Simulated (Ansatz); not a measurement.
# Worked example: correlation energy of Ge$_{2}$, singlet

Geometry: a PBE0/def2-TZVP stationary point for this spin. The triplet lies 0.5 eV lower here.

```xyz
2

Ge    0.0000    0.0000    0.0000
Ge    0.0000    0.0000    2.4095
```

Basis cc-pVDZ; Ansatz 0.2.0. Only valence electrons are correlated (noble-gas cores and the filled d shells of p-block atoms frozen), which leaves 8 electrons in 26 orbitals. R marks a restricted (for open shells ROHF) determinant. No spin–orbit coupling is included, and no scalar relativity.

Full CI is exact within this basis and frozen core; it isn't the basis-set limit.

The determinant fills πx and πy unequally, so it is a mixture of Σ and Δ, which weighs on every level built on one determinant.

Runs differ by some tens of microhartree through their thresholds, so steps under 0.03 kcal/mol mean nothing.

```tsv
level	total energy (hartree)
RHF	-4150.588956
RMP2	-4150.720603
RCCSD	-4150.753527
RCCSD(T)	-4150.761489
RCCSDT	-4150.763889
RCCSDT(Q)	-4150.766081
RCCSDTQ*	-4150.767017
full CI	-4150.767249
```

**Question.** What is the correlation energy at full CI, and what share of it do RMP2 and RCCSD(T) recover?

**Answer.** E(corr) = -4150.767249 − (-4150.588956) = -0.178293 hartree = -4.852 eV. RMP2: -0.131647 / -0.178293 = 73.84 %. RCCSD(T): -0.172533 / -0.178293 = 96.77 %.

**Question.** By how many kcal/mol does RCCSD(T) miss full CI (1 hartree = 627.509 kcal/mol), and which steps make up the rest?

**Answer.** -4150.761489 − (-4150.767249) = 0.005760 hartree = 3.61 kcal/mol. Steps: RCCSDT − RCCSD(T) = -1.51, RCCSDT(Q) − RCCSDT = -1.38, RCCSDTQ − RCCSDT(Q) = -0.59, full CI − RCCSDTQ = -0.15 kcal/mol. With more than one leading determinant such errors change with state and geometry, and needn't cancel in differences.

An asterisk marks runs whose energy the program itself flagged as in doubt.
